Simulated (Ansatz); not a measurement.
**C2H6S (singlet): wave-function methods side by side, cc-pV(T+d)Z**

One table from this session's results is given with a row withheld; the runs are named, their logs left out.

Computed with Ansatz 0.2.0, Gaussian basis. Level: cc-pV(T+d)Z, core rule «outside noble gas», up to 7 orbitals frozen.

To be run: UHF; CCSD(T) on RHF; BCCD(T) on RHF.

18 further runs of the same task are left out: 1 that didn't finish, 17 set aside as unsound or not needed.

## The geometry

The geometry is an MP2(full)/6-31G* stationary point (not a proven minimum).

9 atoms, charge 0, spin multiplicity 1.

Atoms are counted from 1 here; the program's logs count them from 0.

Bond lengths: C1–C2 1.521 Å, C1–H7 1.093 Å, C1–H8 1.093 Å, C1–H9 1.093 Å, C2–S3 1.822 Å, C2–H5 1.092 Å, C2–H6 1.092 Å, S3–H4 1.341 Å. Angles: C2–C1–H7 110.1°, C2–C1–H8 111.0°, C2–C1–H9 111.0°, H7–C1–H8 108.2°, H7–C1–H9 108.2°, H8–C1–H9 108.3°, C1–C2–S3 109.0°, C1–C2–H5 110.2°, C1–C2–H6 110.2°, S3–C2–H5 109.6°, S3–C2–H6 109.6°, H5–C2–H6 108.4°, C2–S3–H4 97.0°.

The first run:

File in.yaml:

```yaml
crystal:
  periodic: [false, false, false]
  atoms:
    - {symbol: C, position_ang: [1.562949, 0.748129, 0.000000]}
    - {symbol: C, position_ang: [0.048606, 0.895129, 0.000000]}
    - {symbol: S, position_ang: [-0.707462, -0.762567, 0.000000]}
    - {symbol: H, position_ang: [-1.986740, -0.359021, 0.000000]}
    - {symbol: H, position_ang: [-0.276364, 1.445199, 0.885793]}
    - {symbol: H, position_ang: [-0.276364, 1.445199, -0.885793]}
    - {symbol: H, position_ang: [2.035109, 1.733799, 0.000000]}
    - {symbol: H, position_ang: [1.903510, 0.206362, 0.885494]}
    - {symbol: H, position_ang: [1.903510, 0.206362, -0.885494]}
basis:
  gaussian: {orbitals: "cc-pV(T+d)Z.json"}
magnetization: {spin_polarized: true, initial_magnetization: 0}
hamiltonian: {xc: hf}
output: {orbitals: {seedname: orbitals}}
```

Started as:

```
ansatz run in.yaml --threads 1 --pin off --events-out ev --progress --plain --max-ram 2560MiB --backend cpu
```

Steps of the session up to this table: UHF; CCSD(T) on RHF; BCCD(T) on RHF.

One table of the session follows, with a row left open; its other results are not shown here.

```
  method  from RCCSD(T) (meV)
     RHF                    ?
    RMP2              +1823.1
   RCCSD               +635.8
RCCSD(T)                    0
 BCCD(T)                 -3.1
```

Q: Estimate the row for RHF from the others.

As computed: from RCCSD(T) (meV): +16472.2. In the column «from RCCSD(T) (meV)» it is the highest.
